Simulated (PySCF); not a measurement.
## From a raw peak list to a structure

Formula C$_{3}$H$_{3}$F$_{3}$. The spectrum was simulated from the full spin Hamiltonian at 500 MHz with 1.0 Hz Lorentzian lines, from shifts rounded to 0.01 ppm and J to 0.1 Hz, couplings under 1 Hz left out.

```tsv
region	integral (H)	ppm	Hz	height
1	1	6.232	3116.1	41
1		6.228	3113.8	42
1		6.215	3107.4	42
1		6.210	3105.1	42
1		6.111	3055.5	83
1		6.106	3053.2	84
1		6.094	3046.8	83
1		6.089	3044.5	83
1		5.990	2994.9	41
1		5.985	2992.6	42
1		5.972	2986.2	41
1		5.968	2983.9	42
2	1	5.231	2615.7	43
2		5.226	2613.1	96
2		5.220	2609.9	99
2		5.215	2607.2	45
2		5.146	2572.8	43
2		5.140	2570.2	95
2		5.134	2567.0	100
2		5.129	2564.4	46
3	1	4.984	2491.9	24
3		4.978	2489.0	66
3		4.972	2486.2	83
3		4.967	2483.5	65
3		4.961	2480.5	29
3		4.959	2479.5	30
3		4.953	2476.6	67
3		4.948	2473.8	83
3		4.942	2471.0	64
3		4.936	2468.1	23
```

Theoretical values (PySCF 2.14.0 with density-fitted response routines): PBE/pcSseg-2 with gauge-including orbitals, coordinates at the PBE0-D3(BJ)/def2-SVP level, couplings computed with B3LYP/pcJ-1. Relativity neglected, no solvent, equivalent nuclei averaged, a single conformation.

References, each an isolated molecule treated in the same way: 1H (σref 31.18) against TMS.

Q: Analyse the multiplets.

A: 1H NMR (500 MHz, computed): δ 6.10 (tdd, J = 60.6, 8.7, 2.3 Hz, 1H), 5.18 (ddt, J = 42.9, 3.3, 2.6 Hz, 1H), 4.96 (m, 1H). These are first-order names from the parameters used; overlap and second-order distortion can hide them in the list.

Q: What is the compound?

A: SMILES C=C(F)C(F)F.

Atom-mapped SMILES (the numbers label the heavy atoms): `[CH2:1]=[C:2]([F:3])[CH:4]([F:5])[F:6]`. Each H is labelled by its parent atom. Ha(C1) is cis to F3; Hb(C1) is trans to F3.

δ 6.10: H(C4), hydrogen on an allylic sp3 CH bonded to 2 F, coupled to F5/F6 (60.6 Hz), F3 (8.7 Hz), Ha(C1) (2.3 Hz). δ 5.18: Hb(C1), hydrogen on a terminal =CH2 carbon, coupled to F3 (42.9 Hz), Ha(C1) (3.3 Hz), F5/F6 (2.6 Hz). δ 4.96: Ha(C1), hydrogen on a terminal =CH2 carbon, coupled to F3 (12.4 Hz), Hb(C1) (3.3 Hz), F5/F6 (2.9 Hz), H(C4) (2.3 Hz).

This is the structure that produced the data.

Multiplet labels drop couplings under 1 Hz and merge nearly equal ones. Vicinal couplings across rotatable single bonds and in flexible rings belong to the one computed conformer; a conformer average would change them.
